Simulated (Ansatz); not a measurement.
System: SnSe (Pnma, No. 62). Method: PBE in Ansatz (plane waves, PAW).

Numerical settings: plane-wave cutoff 500 eV, 4×10×8 k mesh (along the axes of the cell as run), Fermi–Dirac smearing 0.05 eV, scalar-relativistic PAW data made under PBE.

Computed at the level's own relaxed cell.

Q: Give the computed volume per atom and band gap.

A: 
- volume per atom = 28.32 Å³/atom
- band gap = 0.79 eV (on the SCF k mesh)

Measured, for comparison: band gap 0.91 eV (temperature not stated, not corrected to a static lattice, compiled measured gap; kind and temperature not stated; as tabulated in Kothakonda et al. (2022), arXiv:2208.02841).

Note: the cell comes from a level without a dispersion term, which matters for the spacing of layers, chains or molecules; the volume lies 7 % above that of the published cell.

Spin–orbit coupling is not included.

Computing time: about 22 core-minutes (a rough figure).

Ansatz is a first-principles code.
